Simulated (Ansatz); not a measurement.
The input, for Ansatz 0.2.0:

```yaml
crystal:
  periodic: [false, false, false]
  atoms:
    - {symbol: B, position_ang: [0.000000, 0.000000, 2.125833]}
    - {symbol: B, position_ang: [0.000000, 0.000000, -0.302167]}
    - {symbol: B, position_ang: [0.000000, 0.000000, -1.823667]}
basis:
  gaussian: {orbitals: 6-31G}
magnetization: {spin_polarized: false, initial_magnetization: 3}
correlation: {method: ccsdtq, electrons: outside_noble_gas}
```

```sh
$ ansatz run in.yaml --threads 2 --pin off --events-out ev --progress --plain --max-ram 15360MiB --backend cuda --devices 0, --max-vram 18GiB
```

Output:

```
597 factors; integrals over basis functions are off by at most 1.5e-7 eV
mean field evaluation 1: about -2002.0421 eV, gradient 1.2e1 eV
mean field evaluation 2: about -2002.0503 eV, gradient 1.2e1 eV
mean field evaluation 4: about -2004.0199 eV, gradient 5.1e0 eV
mean field evaluation 8: about -2005.2149 eV, gradient 5.0e-1 eV
mean field evaluation 16: about -1999.9602 eV, gradient 2.0e1 eV
mean field evaluation 32: about -2002.5909 eV, gradient 1.6e-5 eV
mean field evaluation 64: about -2002.6704 eV, gradient 7.2e-4 eV
mean field evaluation 96: about -2002.5604 eV, gradient 2.0e0 eV
mean field evaluation 128: about -2002.5834 eV, gradient 6.9e-1 eV
mean field evaluation 160: about -2002.2404 eV, gradient 1.9e0 eV
...
mean field -2005.22011868 eV, -73.6904801744 hartree, gradient 1.3e-6 eV, S^2 3.750000; 14 other end points of the search recorded, 0 dependent functions left out
...
determinant -2005.22011868 eV, -73.6904801744 hartree, with singles and doubles -2009.24932795 eV, -73.8385508840 hartree
determinant -2002.67042604 eV, -73.5967806983 hartree, with singles and doubles -2006.41778511 eV, -73.7344936039 hartree
determinant -2002.63322226 eV, -73.5954134844 hartree, with singles and doubles -2006.98478478 eV, -73.7553304574 hartree
determinant -2002.59089570 eV, -73.5938580120 hartree, with singles and doubles -2007.32093147 eV, -73.7676836206 hartree
determinant -2002.54900681 eV, -73.5923186238 hartree, with singles and doubles -2006.74424704 eV, -73.7464908584 hartree
determinant -2002.34454547 eV, -73.5848048080 hartree, with singles and doubles -2006.26609148 eV, -73.7289189661 hartree
determinant -2002.31028870 eV, -73.5835458950 hartree, with singles and doubles -2006.43934060 eV, -73.7352857538 hartree
determinant -2002.22382746 eV, -73.5803685032 hartree, with singles and doubles -2006.50155367 eV, -73.7375720417 hartree
determinant -2002.20760075 eV, -73.5797721825 hartree, with singles and doubles -2006.45791578 eV, -73.7359683791 hartree
determinant -2002.01749058 eV, -73.5727857627 hartree, with singles and doubles -2007.36236557 eV, -73.7692062955 hartree
3 core orbitals not correlated: weight in the atoms' cores, before any rotation towards them, 1.000 or more for the frozen orbitals, at most 0.000 for the correlated occupied ones
reference -2005.22011868 eV, -73.6904801744 hartree; 6, 3 occupied and 18, 21 virtual orbitals, 597 factors
second order -2.77955183 eV of doubles, -0.02285119 eV of singles
...
cycle  23  -4.23063593 eV  change   -4.3e-6 eV  update   1.4e-5
cycle  24  -4.23063883 eV  change   -2.9e-6 eV  update   5.5e-6
cycle  25  -4.23064142 eV  change   -2.6e-6 eV  update   1.5e-5
cycle  26  -4.23064206 eV  change   -6.4e-7 eV  update   8.8e-6
cycle  27  -4.23064154 eV  change    5.2e-7 eV  update   3.4e-6
cycle  28  -4.23064081 eV  change    7.3e-7 eV  update   7.2e-6
cycle  29  -4.23064031 eV  change    5.1e-7 eV  update   3.9e-6
cycle  30  -4.23063967 eV  change    6.4e-7 eV  update   2.5e-6
cycle  31  -4.23063931 eV  change    3.5e-7 eV  update   3.4e-6
cycle  32  -4.23063917 eV  change    1.4e-7 eV  update   8.9e-7
Total energy: -2009.45075785 eV, -73.8459532963 hartree
```

For the same geometry and basis full CI lies 1.2 meV lower.

Ran on 2 threads of AMD EPYC 7R13 with a shared H100 80 GB, shared host: 27 s wall, 0.86 GiB peak host memory.
